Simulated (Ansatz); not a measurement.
## Worked example: C2H6OS → C2H5OS + H

Species: C2H6OS (dimethyl sulfoxide) `CS(C)=O`, singlet; C2H5OS `[CH2]S(C)=O`, doublet; H atom, doublet. 

Shapes, held fixed at every level: PBE0-D4/def2-TZVP. Flexible molecules stand in one conformer, not always the lowest. Programs: Ansatz 0.2.0. The zero-point and thermal change to 298 K, harmonic and unscaled (PBE0-D4/def2-TZVP), is -30.3 kJ/mol.

At CCSD(T)/CBS estimate; 1 Eh = 2625.50 kJ/mol:

```
species  energy (Eh)
 C2H6OS  -552.634164
 C2H5OS  -551.959260
      H    -0.500000
```

Work out ΔH(298 K) of the reaction at this level.


1. Products less reactants: (-551.959260) + (-0.500000) − [(-552.634164)] = 0.174904 Eh = +459.2 kJ/mol.
2. With the thermal change: +459.2 + (-30.3) = +428.9 kJ/mol.

Other levels give +404.7 (r2SCAN0-D4/def2-TZVPP) to +445.3 kJ/mol (SPW92/def2-TZVPP). No measured value is set beside it here. Open shells run unrestricted unless RO is named. The CBS estimate extrapolates MP2 from def2-TZVPP and def2-QZVPP and adds CCSD(T) − MP2 in the triple-zeta set, cores frozen.
